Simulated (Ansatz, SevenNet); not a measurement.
For wurtzite CdS, the machine-learned potential SevenNet-l3i5 (trained on PBE and PBE+U data) gives:

- lattice parameter a: 4.202 Å
- c axis length: 6.862 Å

Q: What does LC-ωPBE (plane waves, PAW; Ansatz, a program for electronic structure) give for the same quantities?

A: 
- lattice constant a: 4.115 Å (falls by 2.1 %)
- lattice parameter c: 6.683 Å (drops by 2.6 %)

For comparison: lattice constant a 4.136 Å (measured, temperature not stated, not corrected to a static lattice; as tabulated in Biswas et al. (2022), arXiv:2106.08875); lattice parameter c 6.714 Å (measured, temperature not stated, not corrected to a static lattice; as tabulated in Biswas et al. (2022), arXiv:2106.08875).

Changes are worked out from the printed values.

Unless a cell is named, each level is at its own relaxed cell (SevenNet-l3i5 26.23, LC-ωPBE 24.50 Å³/atom).

Ansatz's density-functional and Hartree–Fock values are scalar-relativistic unless marked +SOC, with PAW data made under PBE.
